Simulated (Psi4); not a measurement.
# CCSD(T)/6-31G(d) (spherical functions, sweep point 6) run of SiNH5 (Si(NH2)H3)

What is the vertical ionisation energy of SiNH5 (Si(NH2)H3) at CCSD(T)/6-31G* (spherical functions, sweep point 6)? 

The calculation is run with Psi4 1.11.

4 further runs of the same task are left out: 4 set aside as unsound or not needed.

**1. The system as given**

SiNH5: 7 atoms, total charge 0, spin state singlet. As SMILES, `[H][Si]([H])([H])N`. Geometry: relaxed at GFN2-xTB.

Bond lengths: Si1–N2 1.723 Å, N2–H3 1.007 Å, N2–H4 1.007 Å, Si1–H5 1.460 Å, Si1–H6 1.461 Å, Si1–H7 1.472 Å. Angles: Si1–N2–H3 118.6°, Si1–N2–H4 118.6°, N2–Si1–H5 105.0°, N2–Si1–H6 105.1°, N2–Si1–H7 115.3°, H3–N2–H4 109.5°, H5–Si1–H6 113.3°, H5–Si1–H7 109.2°, H6–Si1–H7 109.1°.

**2. A single-point energy at CCSD(T)/6-31G(d) (spherical functions, sweep point 6)**

File input.dat:

```
memory 1.6 GB

molecule {
  Si    -0.00130391     0.00449755    -1.29066405
  N      0.17132257     0.33767516     1.94369670
  H      1.33732138    -0.80916183     2.91734029
  H     -1.44310825     0.58090181     2.92123313
  H      2.62246743    -0.01874608    -2.14585960
  H     -1.41336396     2.20975124    -2.16581511
  H     -1.27333526    -2.30491785    -2.17993137
  units au
  symmetry c1
}

set basis 6-31G*
set puream true
set scf_type pk
set num_frozen_docc 6
set d_convergence 1e-08
set e_convergence 1e-08

energy_value, wavefunction = energy("ccsd(t)", return_wfn=True)
```

The run is started by

```console
$ psi4 input.dat output.dat -n 1
```

output.dat:

```text
[...]
  Running in c1 symmetry.
[...]
  Nuclear repulsion =   65.167404732323391
[...]
  Multiplicity = 1
[...]
  Nalpha       = 13
  Nbeta        = 13
[...]
    Number of basis functions: 42
[...]
   @RHF iter   1:  -346.19613636905098   -5.50814e-01   9.41826e-03 ADIIS/DIIS
[...]
   @RHF iter  10:  -346.28103960041943   -1.52909e-11   9.54195e-09 DIIS
[...]
    Orbital Energies [Eh]
    ---------------------
    Doubly Occupied:
       1A    -68.757969     2A    -15.529823     3A     -6.119948
       4A     -4.225792     5A     -4.225684     6A     -4.225130
       7A     -1.130259     8A     -0.721462     9A     -0.651441
      10A     -0.547795    11A     -0.491155    12A     -0.478238
      13A     -0.394671
[...]
  @RHF Final Energy:  -346.28103960041943
   => Energetics <=
    Nuclear Repulsion Energy =             65.1674047323233907
    One-Electron Energy =                -607.8981537699183946
    Two-Electron Energy =                 196.4497094371756702
    Total Energy =                       -346.2810396004193763
[...]
 Multipole Moments:
 ------------------------------------------------------------------------------------
     Multipole            Electronic (a.u.)      Nuclear  (a.u.)        Total (a.u.)
 ------------------------------------------------------------------------------------
 L = 1.  Multiply by 2.5417464519 to convert [e a0] to [Debye]
 Dipole X            :          0.0249543           -0.2006834           -0.1757291
 Dipole Y            :          0.0554234           -0.4090653           -0.3536419
 Dipole Z            :          0.1510326            0.1639500            0.3149827
 Magnitude           :                                                    0.5051311
[...]
      * MP2 total energy                      = -346.523542151949812
[...]
      * CCSD total energy                     = -346.553361829892367
[...]
      * CCSD(T) total energy                  = -346.558494568206584
[...]
```

It took 7.5 s on 1 thread of Intel Xeon at 2.70GHz, shared host; peak memory 0.21 GiB.

**3. The doublet cation, same level**

File calc.dat:

```
memory 1600 mb

molecule molecule1 {
  1 2
  Si    -0.00130391     0.00449755    -1.29066405
  N      0.17132257     0.33767516     1.94369670
  H      1.33732138    -0.80916183     2.91734029
  H     -1.44310825     0.58090181     2.92123313
  H      2.62246743    -0.01874608    -2.14585960
  H     -1.41336396     2.20975124    -2.16581511
  H     -1.27333526    -2.30491785    -2.17993137
  units au
  symmetry c1
}

set basis 6-31G*
set reference uhf
set puream true
set scf_type pk
set num_frozen_docc 6
set d_convergence 1e-08
set e_convergence 1e-08
set maxiter 150

energy("ccsd(t)")
print_variables()
```

The run is started by

```console
$ psi4 calc.dat calc.out -n 1
```

calc.out:

```text
[...]
  Running in c1 symmetry.
[...]
  Nuclear repulsion =   65.167404732323391
[...]
  Multiplicity = 2
[...]
  Nalpha       = 13
  Nbeta        = 12
[...]
    Number of basis functions: 42
[...]
   @UHF iter   1:  -345.85918435587206   -2.13862e-01   6.45033e-03 ADIIS/DIIS
[...]
   @UHF iter  16:  -345.96431416754780   -3.18323e-12   7.38695e-09 DIIS
[...]
   @S^2 Observed:                7.618565368E-01
[...]
    Orbital Energies [Eh]
    ---------------------
    Alpha Occupied:
       1A    -68.992760     2A    -15.956544     3A     -6.360196
       4A     -4.466936     5A     -4.464255     6A     -4.463978
       7A     -1.554855     8A     -1.031602     9A     -1.030712
      10A     -0.913763    11A     -0.839918    12A     -0.696725
      13A     -0.694904
    Alpha Virtual:
      14A     -0.085787    15A     -0.009000    16A      0.002503
      17A      0.015932    18A      0.025163    19A      0.101576
      20A      0.147295    21A      0.193614    22A      0.206023
      23A      0.294516    24A      0.464818    25A      0.527064
[...]
  @UHF Final Energy:  -345.96431416754780
   => Energetics <=
    Nuclear Repulsion Energy =             65.1674047323233907
    One-Electron Energy =                -600.4599207820381253
    Two-Electron Energy =                 189.3282018821669510
    Total Energy =                       -345.9643141675478546
  UHF NO Occupations:
  HONO-2 :   11  A 1.9980715
  HONO-1 :   12  A 1.9975663
[...]
 Multipole Moments:
 ------------------------------------------------------------------------------------
     Multipole            Electronic (a.u.)      Nuclear  (a.u.)        Total (a.u.)
 ------------------------------------------------------------------------------------
 L = 1.  Multiply by 2.5417464519 to convert [e a0] to [Debye]
 Dipole X            :          0.0652884           -0.2006834           -0.1353950
 Dipole Y            :          0.1495291           -0.4090653           -0.2595362
 Dipole Z            :          1.4220488            0.1639500            1.5859988
 Magnitude           :                                                    1.6127873
[...]
      * MP2 total energy                      = -346.167822988617047
[...]
      * CCSD total energy                     = -346.207227868014684
[...]
      * CCSD(T) total energy                     = -346.211991668868905
[...]
```

Run time: 12 s. Hardware: 1 thread of Intel Xeon at 2.70GHz, shared host; peak memory 0.21 GiB.

**4. Summary of results**

At CCSD(T)/6-31G* (spherical functions, sweep point 6), 6 core orbitals frozen:

```
                                                                  quantity          value
                                               singlet SiNH5: total energy  -346.55849 Eh
                        singlet SiNH5: HOMO energy (Hartree–Fock orbitals)      -10.74 eV
                        singlet SiNH5: LUMO energy (Hartree–Fock orbitals)        3.95 eV
                      singlet SiNH5: HOMO–LUMO gap (Hartree–Fock orbitals)       14.69 eV
                singlet SiNH5: correlation energy (6 core orbitals frozen)     -277.5 mEh
                                             singlet SiNH5: (T) correction      -5.13 mEh
                                              singlet SiNH5: T1 diagnostic          0.011
                                              doublet cation: total energy  -346.21199 Eh
doublet cation: HOMO energy (Hartree–Fock orbitals) (highest over α and β)      -18.83 eV
 doublet cation: LUMO energy (Hartree–Fock orbitals) (lowest over α and β)       -6.77 eV
               doublet cation: correlation energy (6 core orbitals frozen)     -247.7 mEh
                                            doublet cation: (T) correction      -4.76 mEh
                         doublet cation: ⟨S²⟩ of the reference determinant          0.762
                                             doublet cation: T1 diagnostic          0.048
                        vertical ionisation energy (to the doublet cation)       9.429 eV
```

What this shows: Removing an electron at fixed nuclei costs 9.43 eV (910 kJ/mol). The triples (singlet SiNH5) make up 1.8 % of the correlation energy. The T1 diagnostic (doublet cation) of 0.048 is above the customary mark for such species, so a single reference may not serve. The triples (doublet cation) make up 1.9 % of the correlation energy.
